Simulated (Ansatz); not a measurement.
# C₃H₃ClO: small, medium and large basis sets

An exercise on one series of results from a longer session: the logs are not shown, and one member is left open.

Program: Ansatz 0.2.0, Gaussian basis. Level of theory: one geometry, several basis sets. These are calculated values, not measurements.

The runs, in order: PBE0-D4/def2-SVP; ωB97M-V/def2-SVP; PBE0-D4/def2-QZVPP; ωB97M-V/def2-QZVPP; the functionals' def2-TZVPP values are taken from earlier runs.

## The relaxed structure

All runs share one geometry, relaxed beforehand with PBE0-D4 in a triple-zeta def2 set.

SMILES `ClC1=CCO1`, 8 atoms, charge 0, spin multiplicity 1.

Atoms are counted from 1 here; the program's logs count them from 0.

Bond lengths: Cl1–C2 1.687 Å, C2–C3 1.333 Å, C2–O5 1.365 Å, C3–C4 1.502 Å, C3–H6 1.074 Å, C4–O5 1.470 Å, C4–H7 1.091 Å, C4–H8 1.091 Å. Angles: Cl1–C2–C3 138.7°, Cl1–C2–O5 120.7°, C3–C2–O5 100.6°, C2–C3–C4 85.3°, C2–C3–H6 137.6°, C4–C3–H6 137.1°, C3–C4–O5 88.6°, C3–C4–H7 117.3°, C3–C4–H8 117.3°, O5–C4–H7 109.6°, O5–C4–H8 109.6°, H7–C4–H8 111.6°, C2–O5–C4 85.4°.

The first run:

The input, in.yaml:

```yaml
crystal:
  periodic: [false, false, false]
  atoms:
    - {symbol: Cl, position_ang: [-0.515728, 0.684224, 2.534304]}
    - {symbol: C, position_ang: [-0.199891, 0.232847, 0.939600]}
    - {symbol: C, position_ang: [0.574679, 0.615754, -0.074853]}
    - {symbol: C, position_ang: [-0.062647, -0.516333, -0.828453]}
    - {symbol: O, position_ang: [-0.853569, -0.822873, 0.371921]}
    - {symbol: H, position_ang: [1.309682, 1.374615, -0.268648]}
    - {symbol: H, position_ang: [0.570059, -1.369281, -1.078481]}
    - {symbol: H, position_ang: [-0.730385, -0.256054, -1.651091]}
basis:
  gaussian: {orbitals: def2-SVP}
hamiltonian: {xc: pbe0, dispersion: d4}
output: {orbitals: {seedname: orbitals}}
```

Launch:

```sh
$ ansatz run in.yaml --threads 2 --pin off --events-out ev --progress --plain --max-ram 4352MiB
```

Steps of the session up to this table: PBE0-D4 in def2-SVP; ωB97M-V in def2-SVP; PBE0-D4 in def2-QZVPP; ωB97M-V in def2-QZVPP.

One of the session's tables, all rows but one given; the rest of the session is left out.

It belongs to the step «Functionals by basis». 

| functional | basis | HOMO (eV) | LUMO (eV) |
| --- | --- | --- | --- |
| PBE0-D4 | def2-SVP | -6.73 | 0.53 |
| PBE0-D4 | def2-TZVPP | -6.82 | 0.29 |
| PBE0-D4 | def2-QZVPP | -6.86 | 0.20 |
| ωB97M-V | def2-SVP | ? | ? |
| ωB97M-V | def2-TZVPP | -9.04 | 2.44 |
| ωB97M-V | def2-QZVPP | -9.08 | 2.05 |

Estimate the missing values for ωB97M-V, def2-SVP.

**Answer.** HOMO (eV): -8.94; LUMO (eV): 2.76. In the column «HOMO (eV)» it lies between ωB97M-V, def2-TZVPP (-9.04) and PBE0-D4, def2-QZVPP (-6.86).
